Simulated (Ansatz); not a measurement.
A run of Ansatz (development build ahead of 0.2.0) on singlet C3H3(+) at this shape:

| atom | x (Å) | y (Å) | z (Å) |
| --- | --- | --- | --- |
| C | 0.8505 | 0.0000 | 0.0000 |
| C | -0.4252 | 0.7365 | 0.0000 |
| C | -0.4252 | -0.7365 | 0.0000 |
| H | 2.0320 | 0.0000 | 0.0000 |
| H | -1.0160 | 1.7598 | 0.0000 |
| H | -1.0160 | -1.7598 | 0.0000 |

Its results:

| Property | Result |
| --- | --- |
| Converged | yes |
| Total energy | -114.99021 hartree |
| Spin squared of the determinant | 0.000 |

Which input gives this output? Name the method, the orbitals and the basis set, and write the input.

RHF in def2-TZVP. An unrestricted run that stays on the closed shell gives the same numbers.

```yaml
crystal:
  periodic: [false, false, false]
  atoms:
    - { symbol: C, position_ang: [0.85046, 0.0, 0.0] }
    - { symbol: C, position_ang: [-0.42523, 0.73652, 0.0] }
    - { symbol: C, position_ang: [-0.42523, -0.73652, 0.0] }
    - { symbol: H, position_ang: [2.032, 0.0, 0.0] }
    - { symbol: H, position_ang: [-1.016, 1.75976, 0.0] }
    - { symbol: H, position_ang: [-1.016, -1.75976, 0.0] }
basis:
  gaussian: { orbitals: def2-TZVP }
total_charge: 1
hamiltonian:
  xc: hf
```

Caution: no unrestricted run beside it, a lower state can exist.
